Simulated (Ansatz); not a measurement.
## GeH$_{2}$⁺, doublet: reading a ladder of total energies

Geometry: a point of a stretch scan, not a stationary point.

```xyz
3

Ge    0.0000   -0.0463    0.0453
H     0.0000    2.6189   -4.6569
H     0.0000    0.7188    1.3951
```

Basis aug-cc-pVDZ; Ansatz 0.2.0. Only valence electrons are correlated (noble-gas cores and the filled d shells of p-block atoms frozen), which leaves 5 electrons in 40 orbitals. R marks a restricted (for open shells ROHF) determinant. No spin–orbit coupling is included, and no scalar relativity.

Full CI is exact within this basis and frozen core; it isn't the basis-set limit.

Runs differ by some tens of microhartree through their thresholds and, for an open shell, their frozen cores, so steps under 0.03 kcal/mol mean nothing.

```json
{"level": "RHF", "total energy (hartree)": "-2076.095696"}
{"level": "RMP2", "total energy (hartree)": "-2076.151039"}
{"level": "RCCSD", "total energy (hartree)": "-2076.172486"}
{"level": "RCCSD(T)", "total energy (hartree)": "-2076.173448"}
{"level": "RCCSDT", "total energy (hartree)": "-2076.173739"}
{"level": "RCCSDT(Q)", "total energy (hartree)": "-2076.173773"}
{"level": "full CI", "total energy (hartree)": "-2076.173783"}
```

What is the correlation energy at full CI, and what share of it do RMP2 and RCCSD(T) recover?

E(corr) = -2076.173783 − (-2076.095696) = -0.078087 hartree = -2.125 eV. RMP2: -0.055343 / -0.078087 = 70.87 %. RCCSD(T): -0.077752 / -0.078087 = 99.57 %.

By how many kcal/mol does RCCSD(T) miss full CI (1 hartree = 627.509 kcal/mol), and which steps make up the rest?

-2076.173448 − (-2076.173783) = 0.000335 hartree = 0.21 kcal/mol. Steps: RCCSDT − RCCSD(T) = -0.18, RCCSDT(Q) − RCCSDT = -0.02, full CI − RCCSDT(Q) = -0.01 kcal/mol. That is within 1 kcal/mol of the reference in this basis, which itself misses far more of the correlation at the basis-set limit.
